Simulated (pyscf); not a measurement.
O=GeH–OH -> O=Ge=O + H₂, an elimination (singlet surface; Ge–H, H–O broken, H–H formed). Optimised with ωB97X-D3(BJ)/def2-SVP in PySCF. Energies in kcal/mol from the reactant's lowest minimum found.

Small-basis levels: PySCF, no dispersion term, spherical d functions. AM1 to PM7: differences of heats of formation from MOPAC, which are fitted to 298 K values and so differ in kind from electronic energies by zero-point and thermal terms. GFN2-xTB: tblite. 

```csv
level,barrier,reaction energy
HF/STO-3G,131.3,+66.7
HF/6-31G*+LANL2DZ,100.1,+60.2
SVWN5/6-31G*+LANL2DZ,66.9,+52.0
BP86/6-31G*+LANL2DZ,67.6,+41.0
M06-2X/6-31G*+LANL2DZ,80.6,+51.8
B3LYP/6-311+G**+LANL2DZ,76.7,+51.3
B3LYP/def2-SVP,69.6,+46.3
GFN2-xTB,69.5,+36.8
PM3,80.4,+23.5
ωB97M-D3(BJ)/def2-TZVP,71.7,+46.9
```

Against the last row the barrier runs from -4.8 (SVWN5/6-31G*+LANL2DZ) to +59.7 kcal/mol (HF/STO-3G). ωB97M-D3(BJ)/def2-TZVP has limits of its own. On the reactant side the descent ends in a point that may be a rotor saddle (no frequency run), 3.4 kcal/mol over the lowest minimum found and 69.1 kcal/mol under the saddle at ωB97X-D3(BJ)/def2-TZVP. At the saddle there is also a short Ge–H contact that neither side keeps. The same reactants have a lower exit, to HO–Ge:–OH [singlet] (barrier +48.6 kcal/mol at ωB97M-D3(BJ)/def2-TZVP, against +71.7 kcal/mol here). O=GeH–OH lies 42.7 kcal/mol over its isomer HO–Ge:–OH [singlet] (electronic energy, ωB97M-D3(BJ)/def2-TZVP). One saddle was located; it need not be the lowest between these sides. In the def2 sets elements up to Kr have no core potential.
